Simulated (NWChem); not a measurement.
Program: NWChem. System: chloroform (CHCl$_{3}$), charge 0, spin multiplicity 1, at a geometry optimised with PBE/def2-SVP. Level: B3LYP/def2-TZVP, VWN1-RPA local correlation.

Input file:

```
start mol
memory heap 200 mb stack 900 mb global 1100 mb
geometry units angstroms nocenter noautoz
  Cl     0.852323    -0.066552     1.473644
  C     -0.009260     0.453522     0.000000
  Cl     0.852323    -0.066552    -1.473644
  Cl    -1.699513    -0.118524     0.000000
  H     -0.031683     1.556539     0.000000
  symmetry group Cs
end
basis spherical
  * library def2-tzvp
end
dft
  xc b3lyp
  semidirect memsize 60000000 filesize 0
  iterations 100
end
task dft energy
```

Part of the output:

```
             Northwest Computational Chemistry Package (NWChem) 7.3.0
             --------------------------------------------------------

                                NWChem Input Module
                                -------------------

 Scaling coordinates for geometry "geometry" by  1.889725989
 (inverse scale =  0.529177249)

 Turning off AUTOSYM since
 SYMMETRY directive was detected!

                             Geometry "geometry" -> ""
                             -------------------------

 Output coordinates in angstroms (scale by  1.889725989 to convert to a.u.)

  No.       Tag          Charge          X              Y              Z
 ---- ---------------- ---------- -------------- -------------- --------------
    1 Cl                  17.0000     0.85232300    -0.06655200     1.47364400
    2 C                    6.0000    -0.00926000     0.45352200     0.00000000
    3 Cl                  17.0000     0.85232300    -0.06655200    -1.47364400
    4 Cl                  17.0000    -1.69951300    -0.11852400     0.00000000
    5 H                    1.0000    -0.03168300     1.55653900     0.00000000

 Effective nuclear repulsion energy (a.u.)     260.7072735882

            Nuclear Dipole moment (a.u.)
            ----------------------------
        X                 Y               Z
 ---------------- ---------------- ----------------
     0.0000340151    -0.0000094486     0.0000000000

      Symmetry information
      --------------------

 Group name             Cs
 Group number              2
 Group order               2
 No. of unique centers     4

      Symmetry unique atoms

     1    2    4    5


 Summary of "ao basis" -> "" (spherical)
 ------------------------------------------------------------------------------
       Tag                 Description            Shells   Functions and Types
 ---------------- ------------------------------  ------  ---------------------
 *                         def2-tzvp                  on all atoms

                                 NWChem DFT Module
                                 -----------------

 Summary of "ao basis" -> "ao basis" (spherical)
 ------------------------------------------------------------------------------
       Tag                 Description            Shells   Functions and Types
 ---------------- ------------------------------  ------  ---------------------
 Cl                        def2-tzvp                13       37   5s5p2d1f
 C                         def2-tzvp                11       31   5s3p2d1f
 H                         def2-tzvp                 4        6   3s1p

 Summary of "ao basis" -> "ao basis" (spherical)
 ------------------------------------------------------------------------------
       Tag                 Description            Shells   Functions and Types
 ---------------- ------------------------------  ------  ---------------------
 Cl                        def2-tzvp                13       37   5s5p2d1f
 C                         def2-tzvp                11       31   5s3p2d1f
 H                         def2-tzvp                 4        6   3s1p

      Symmetry analysis of basis
      --------------------------

        a'         88
        a"         60

            General Information
            -------------------
          SCF calculation type: DFT
          Wavefunction type:  closed shell.
          No. of atoms     :     5
          No. of electrons :    58
           Alpha electrons :    29
            Beta electrons :    29
          Charge           :     0
          Spin multiplicity:     1
          Use of symmetry is: on ; symmetry adaption is: on
          Maximum number of iterations: 100
          AO basis - number of functions:   148
                     number of shells:    54
          Convergence on energy requested:  1.00D-06
          Convergence on density requested:  1.00D-05
          Convergence on gradient requested:  5.00D-04

              XC Information
              --------------
                         B3LYP Method XC Potential
                     Hartree-Fock (Exact) Exchange  0.200
                        Slater Exchange Functional  0.800 local
                    Becke 1988 Exchange Functional  0.720 non-local
              Lee-Yang-Parr Correlation Functional  0.810
                  VWN I RPA Correlation Functional  0.190 local

             Grid Information
             ----------------
          Grid used for XC integration:  medium
          Radial quadrature: Mura-Knowles
          Angular quadrature: Lebedev.
          Tag              B.-S. Rad. Rad. Pts. Rad. Cut. Ang. Pts.
          ---              ---------- --------- --------- ---------
          Cl                  1.00       88           9.0       590
          C                   0.70       49           7.0       434
          H                   0.35       45           8.0       434
          Grid pruning is: on
          Number of quadrature shells:   270
          Spatial weights used:  Erf1

          Convergence Information
          -----------------------
          Convergence aids based upon iterative change in
          total energy or number of iterations.
          Levelshifting, if invoked, occurs when the
          HOMO/LUMO gap drops below (HL_TOL):  1.00D-02
          DIIS, if invoked, will attempt to extrapolate
          using up to (NFOCK): 10 stored Fock matrices.

                    Damping( 0%)  Levelshifting(0.5)       DIIS
                  --------------- ------------------- ---------------
          dE  on:    start            ASAP                start
          dE off:    2 iters        100 iters           100 iters

      Screening Tolerance Information
      -------------------------------
          Density screening/tol_rho:  1.00D-10
          AO Gaussian exp screening on grid/accAOfunc:  14
          CD Gaussian exp screening on grid/accCDfunc:  20
          XC Gaussian exp screening on grid/accXCfunc:  20
          Schwarz screening/accCoul:  1.00D-08

      Superposition of Atomic Density Guess
      -------------------------------------

 Sum of atomic energies:       -1416.60420321

      Non-variational initial energy
      ------------------------------

 Total energy =   -1417.588953
 1-e energy   =   -2476.181576
 2-e energy   =     797.885350
 HOMO         =      -0.365552
 LUMO         =       0.012201

      Symmetry analysis of molecular orbitals - initial
      -------------------------------------------------

  Numbering of irreducible representations:

     1 a'          2 a"

  Orbital symmetries:

     1 a'          2 a"          3 a'          4 a'          5 a'
     6 a"          7 a'          8 a'          9 a'         10 a"
    11 a'         12 a"         13 a'         14 a'         15 a"
    16 a"         17 a'         18 a"         19 a'         20 a'
    21 a'         22 a"         23 a'         24 a"         25 a'
    26 a"         27 a'         28 a"         29 a'         30 a'
    31 a"         32 a'         33 a'         34 a'         35 a"
    36 a'         37 a'         38 a"         39 a'

------------------------------------------------------------
EAF file 0: "./mol.aoints.0" size=524288 bytes
------------------------------------------------------------
               write      read    awrite     aread      wait
               -----      ----    ------     -----      ----
     calls:        1         0         0         0         0
   data(b): 5.24e+05  0.00e+00  0.00e+00  0.00e+00
   time(s): 0.00e+00  0.00e+00  0.00e+00  0.00e+00  0.00e+00
rate(mb/s): 0.00e+00  0.00e+00
------------------------------------------------------------

   convergence    iter        energy       DeltaE   RMS-Dens  Diis-err    time
 ---------------- ----- ----------------- --------- --------- ---------  ------
 d= 0,ls=0.0,diis     1  -1419.2342847851 -1.68D+03  8.44D-03  2.36D+00     5.8
 d= 0,ls=0.0,diis     2  -1418.8699598124  3.64D-01  6.70D-03  4.78D+00     6.5
 d= 0,ls=0.0,diis     3  -1419.3671766880 -4.97D-01  1.42D-03  2.08D-01     7.2
 d= 0,ls=0.0,diis     4  -1419.3916181838 -2.44D-02  2.88D-04  4.71D-03     7.9
 d= 0,ls=0.0,diis     5  -1419.3920593851 -4.41D-04  4.78D-05  2.09D-04     8.7
  Resetting Diis
 d= 0,ls=0.0,diis     6  -1419.3920804333 -2.10D-05  5.07D-06  2.23D-06     9.4
 d= 0,ls=0.0,diis     7  -1419.3920806619 -2.29D-07  3.09D-06  1.79D-07    10.3

         Total DFT energy =    -1419.392080661851
      One electron energy =    -2477.513289347972
           Coulomb energy =      887.990213788188
    Exchange-Corr. energy =      -90.576278690227
 Nuclear repulsion energy =      260.707273588161

 Numeric. integr. density =       57.999999613745

     Total iterative time =      9.1s

                  Occupations of the irreducible representations
                  ----------------------------------------------

                     irrep           alpha         beta
                     --------     --------     --------
                     a'               18.0         18.0
                     a"               11.0         11.0

                       DFT Final Molecular Orbital Analysis
                       ------------------------------------

 Vector   27  Occ=2.000000D+00  E=-3.343979D-01  Symmetry=a"
              MO Center=  4.4D-01, -2.0D-02, -1.9D-13, r^2= 3.9D+00
   Bfn.  Coefficient  Atom+Function         Bfn.  Coefficient  Atom+Function
  ----- ------------  ---------------      ----- ------------  ---------------
    16      0.277449  1 Cl py                84     -0.277449  3 Cl py
    17      0.235429  1 Cl pz                85      0.235429  3 Cl pz
   122      0.214801  4 Cl pz                19      0.183680  1 Cl py
    87     -0.183680  3 Cl py                20      0.156816  1 Cl pz
    88      0.156816  3 Cl pz               125      0.138192  4 Cl pz

 Vector   28  Occ=2.000000D+00  E=-3.300984D-01  Symmetry=a'
              MO Center= -2.9D-04,  4.2D-02,  2.0D-13, r^2= 3.8D+00
   Bfn.  Coefficient  Atom+Function         Bfn.  Coefficient  Atom+Function
  ----- ------------  ---------------      ----- ------------  ---------------
    16      0.292018  1 Cl py                84      0.292018  3 Cl py
   121      0.292169  4 Cl py                19      0.207330  1 Cl py
    87      0.207330  3 Cl py               124      0.207364  4 Cl py
   144     -0.170915  5 H  s                 13      0.145825  1 Cl py
    81      0.145825  3 Cl py               118      0.145842  4 Cl py

 Vector   29  Occ=2.000000D+00  E=-3.165495D-01  Symmetry=a"
              MO Center=  1.7D-03, -7.5D-02,  2.6D-15, r^2= 4.1D+00
   Bfn.  Coefficient  Atom+Function         Bfn.  Coefficient  Atom+Function
  ----- ------------  ---------------      ----- ------------  ---------------
   122      0.334395  4 Cl pz                15      0.289576  1 Cl px
    83     -0.289576  3 Cl px               125      0.224124  4 Cl pz
    18      0.194085  1 Cl px                86     -0.194085  3 Cl px
    17     -0.167225  1 Cl pz                85     -0.167225  3 Cl pz
   119      0.163227  4 Cl pz                12      0.141350  1 Cl px

 Vector   30  Occ=0.000000D+00  E=-4.883324D-02  Symmetry=a'
              MO Center= -3.8D-04,  3.0D-02, -9.5D-14, r^2= 4.0D+00
   Bfn.  Coefficient  Atom+Function         Bfn.  Coefficient  Atom+Function
  ----- ------------  ---------------      ----- ------------  ---------------
    41      0.912147  2 C  s                123     -0.356800  4 Cl px
    42      0.314210  2 C  s                 20      0.309781  1 Cl pz
    88     -0.309781  3 Cl pz               120     -0.231766  4 Cl px
     5     -0.228137  1 Cl s                 40      0.227148  2 C  s
    73     -0.228137  3 Cl s                110     -0.228057  4 Cl s

 Vector   31  Occ=0.000000D+00  E= 1.076659D-03  Symmetry=a"
              MO Center=  3.9D-01,  1.3D-01,  6.1D-09, r^2= 3.6D+00
   Bfn.  Coefficient  Atom+Function         Bfn.  Coefficient  Atom+Function
  ----- ------------  ---------------      ----- ------------  ---------------
    51      0.698112  2 C  pz                 5     -0.512943  1 Cl s
    73      0.512943  3 Cl s                 48      0.454605  2 C  pz
    45      0.389384  2 C  pz                18      0.333044  1 Cl px
    20      0.331697  1 Cl pz                86     -0.333044  3 Cl px
    88      0.331697  3 Cl pz               125     -0.237777  4 Cl pz

 Vector   32  Occ=0.000000D+00  E= 1.088956D-03  Symmetry=a'
              MO Center= -4.0D-01,  1.1D-01, -6.1D-09, r^2= 3.6D+00
   Bfn.  Coefficient  Atom+Function         Bfn.  Coefficient  Atom+Function
  ----- ------------  ---------------      ----- ------------  ---------------
    49      0.698057  2 C  px               110      0.592444  4 Cl s
   123      0.516498  4 Cl px                46      0.454520  2 C  px
    43      0.389293  2 C  px                20      0.328747  1 Cl pz
    88     -0.328747  3 Cl pz                 5     -0.296154  1 Cl s
    73     -0.296154  3 Cl s                124      0.256786  4 Cl py

 center of mass
 --------------
 x =   0.00058406 y =  -0.02865749 z =   0.00000000

 moments of inertia (a.u.)
 ------------------
         562.665534576286         -10.631796153275           0.000000000000
         -10.631796153275        1084.493813112023           0.000000000000
           0.000000000000           0.000000000000         562.423048604438

     Multipole analysis of the density
     ---------------------------------

     L   x y z        total         alpha         beta         nuclear
     -   - - -        -----         -----         ----         -------
     0   0 0 0     -0.000000    -29.000000    -29.000000     58.000000

     1   1 0 0     -0.008935     -0.004485     -0.004485      0.000034
     1   0 1 0      0.433540      0.216775      0.216775     -0.000009
     1   0 0 1      0.000000      0.000000      0.000000      0.000000

     2   2 0 0    -32.801747   -148.178193   -148.178193    263.554640
     2   1 1 0     -0.032547     -2.553942     -2.553942      5.075338
     2   1 0 1     -0.000000     -0.000000     -0.000000      0.000000
     2   0 2 0    -31.202353    -22.826000    -22.826000     14.449646
     2   0 1 1      0.000000      0.000000      0.000000      0.000000
     2   0 0 2    -32.802725   -148.236675   -148.236675    263.670625

 Task  times  cpu:       10.3s     wall:       10.3s

 Total times  cpu:       10.3s     wall:       10.3s
```
